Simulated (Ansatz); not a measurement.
Consider the interaction energy of a dimer with the counterpoise correction of H₄NP, SMILES NP (the Python package of Ansatz (0.2.0)).

`h4np.py`:
```python
# -*- coding: utf-8 -*-
import ansatz as az

BASIS_SET = 'def2-SVPD'
FUNCTIONAL = 'r2scan'

FIRST = [
    ('N', (0.293, -0.8078, 0.1003)),
    ('P', (-0.5822, 0.7117, -0.0985)),
    ('H', (0.0225, -1.3942, -0.7032)),
    ('H', (0.01, -1.2481, 0.9218)),
    ('H', (0.2061, 1.2698, -1.1554)),
    ('H', (0.0506, 1.4688, 0.935)),
]
SECOND = [
    ('N', (3.0266, -1.0031, -1.1015)),
    ('P', (3.1282, -2.4301, -0.0682)),
    ('H', (3.9956, -0.7903, -1.3816)),
    ('H', (2.6724, -0.251, -0.5939)),
    ('H', (3.3673, -3.4082, -1.0861)),
    ('H', (1.7336, -2.7185, 0.0492)),
]

def energy(atoms, ghosts=()):
    molecule = az.Crystal.molecule()
    for symbol, xyz in atoms:
        molecule = molecule.atom(symbol, xyz)
    calc = (
        molecule.calculation()
        .basis(gaussian=BASIS_SET)
        .functional(FUNCTIONAL)
    )
    deck = calc.input()
    if ghosts:
        deck = deck.set(az.key.basis.gaussian.ghost_atoms, [{'symbol': s, 'position_ang': list(xyz)} for s, xyz in ghosts])
    return az.Session.from_dict(deck).plan().execute().report['free_energy_ev']

both = energy(FIRST + SECOND)
alone = energy(FIRST) + energy(SECOND)
ghosted = energy(FIRST, SECOND) + energy(SECOND, FIRST)
print(f'dimer {both:.6f} eV')
print(f'interaction, uncorrected   {96.485332 * (both - alone):8.3f} kJ/mol')
print(f'interaction, counterpoise  {96.485332 * (both - ghosted):8.3f} kJ/mol')
print(f'basis-set superposition    {96.485332 * (alone - ghosted):8.3f} kJ/mol')
```

How large is the interaction at this pose, and how much of it is basis-set superposition?

Uncorrected it is -9.496 kJ/mol, with the counterpoise correction -4.438 kJ/mol; the difference, 5.06 kJ/mol, is the superposition error.

The output:

Running `python h4np.py` prints:
```text
dimer -21676.015037 eV
interaction, uncorrected     -9.496 kJ/mol
interaction, counterpoise    -4.438 kJ/mol
basis-set superposition       5.058 kJ/mol
```

These settings explore the input space; basis and method may be short of convergence. The dimer is a generated trial pose of unrelaxed monomers, not a minimum, so the figure is no binding energy, and the basis set is small. This level lacks the dispersion part of the attraction (electrostatics and induction are there), which can decide the sign where the interaction is weak. Finished in 28 s on 1 thread of Arm Neoverse V1 (shared host), peak memory 0.26 GiB.

(A comment or docstring line of the script was reworded after the run, the code is as it ran; lines on the test bed's own set-up are left out of the output.)
